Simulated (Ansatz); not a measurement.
**Telling isomers of CH6BO+ apart by their spectra**

These gas-phase data were calculated for one isomer of CH6BO+ at PBE0-D3(BJ)/def2-SVP (harmonic, unscaled wavenumbers; equilibrium rotational constants with average atomic masses):

* rotational constants: 34.78, 8.86, 7.442 GHz
* all wavenumbers above 1500 cm⁻¹: 3775, 3680, 3179, 3096, 2757, 2626, 1627

Candidates:

(1) `B[OH+]C`, a singlet
(2) `BC[OH2+]`, a singlet
(3) `CB[OH2+]`, a singlet

Assign the data to one candidate and say why.

Candidate (2). 2 modes lie between 3300 and 4000 cm⁻¹, one for each O–H bond, while (1) has 1. 2 modes lie between 2350 and 2900 cm⁻¹, one for each B–H bond, while (3) has 1.

The same quantities for all candidates:

```tsv
	rotational constants (GHz)	wavenumbers above 1500 cm⁻¹	E above the lowest, PBE0-D3(BJ)/def2-SVP (kcal/mol)
(1)	43.92, 9.172, 7.991	3719, 3266, 3255, 3111, 2855, 2687	23.0
(2)	34.78, 8.86, 7.442	3775, 3680, 3179, 3096, 2757, 2626, 1627	49.5
(3)	40.88, 8.132, 7.074	3779, 3681, 3173, 3114, 3041, 2759, 1600	0.0
```

Each candidate is one conformer. Programs: Ansatz 0.2.0.
